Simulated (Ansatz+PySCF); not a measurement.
## doublet C3H5O: levels of theory in one basis

```yaml
atoms:
  - { symbol: C, position_ang: [-1.1084, -0.8791, -0.0001] }
  - { symbol: C, position_ang: [-0.0648, 0.1124, -0.0003] }
  - { symbol: C, position_ang: [1.3325, -0.3471, -0.0001] }
  - { symbol: H, position_ang: [-2.1376, -0.5427, 0.0011] }
  - { symbol: H, position_ang: [-0.8973, -1.9423, -0.0005] }
  - { symbol: O, position_ang: [-0.3456, 1.3125, 0.0000] }
  - { symbol: H, position_ang: [1.9949, 0.5171, -0.0144] }
  - { symbol: H, position_ang: [1.5413, -0.9492, 0.8895] }
  - { symbol: H, position_ang: [1.5353, -0.9753, -0.8727] }
```

Basis set: cc-pVTZ (spherical functions). Left uncorrelated: 4 orbitals. Correlation on ROHF uses semicanonical orbitals with singles. Charge 0, multiplicity 2.

Computed with Ansatz (development build ahead of 0.2.0); each method stands on the lowest determinant of its kind that the runs found.

```csv
method,E − E(ROHF) (eV),<S²> of the determinant
ROHF,0.00,0.75
UHF,-0.32,0.90
ROHF-MP2,-19.33,–
```

(1) What does UHF-MP2 give on the same scale?

(2) Is a single determinant a sound starting point here?

Results:

(1) -19.04 eV.

(2) Only with care. Unrestricted orbitals gain 0.32 eV and <S²> is 0.90 against 0.75 for a pure state, a contamination that matters most for the unrestricted series.

Caution for UHF, UHF-MP2: the unrestricted determinant is spin contaminated. Caution for ROHF-MP2, UHF-MP2: forces differ strongly between restricted and unrestricted references.
